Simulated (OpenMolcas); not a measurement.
# A ladder of methods for SiO2 (SMILES O=[Si]=O)

The species is SiO2 (3 atoms), meant as a singlet with charge 0. SMILES: `O=[Si]=O`. Geometry: relaxed at PBE0-D4/def2-TZVP.

```
atom    x (Å)    y (Å)    z (Å)
   O   0.6977   1.2296   0.5188
  Si   0.0000   0.0000   0.0000
   O  -0.6977  -1.2296  -0.5188
```

Each level gives the energy change with the Si2–O3 bond stretched from 1.506 to 3.765 Å (eV). The values are calculated.

```
                   level                   kind     program  value (eV)  less FCI/STO-3G  CPU time (all runs)
  HF/STO-3G (restricted)           Hartree–Fock  OpenMolcas        2.06            -0.88                3.3 s
 MP2/STO-3G (restricted)    perturbation theory  OpenMolcas        3.42            +0.48                3.6 s
      CASSCF(2,2)/STO-3G         multireference  OpenMolcas        1.29            -1.65                3.6 s
        MRCI(2,2)/STO-3G         multireference  OpenMolcas        2.77            -0.17                3.8 s
CISD/STO-3G (restricted)  coupled cluster or CI  OpenMolcas        2.86            -0.08                3.5 s
              FCI/STO-3G     exact in the basis  OpenMolcas        2.94             0.00                 70 s
```

FCI/STO-3G is exact within its basis and frozen core, so for wave-function methods in that basis the difference is their error. A spin-restricted reference rises too steeply as a bond breaks; here HF/STO-3G, MP2/STO-3G, CISD/STO-3G lie well above the multireference or unrestricted value. The first shape isn't each level's own minimum. The values span 1.29 to 3.42 eV. All rows use very small basis sets, so none should be taken for the real molecule's value. CPU times are rough (shared hosts, several kinds of processor and program).
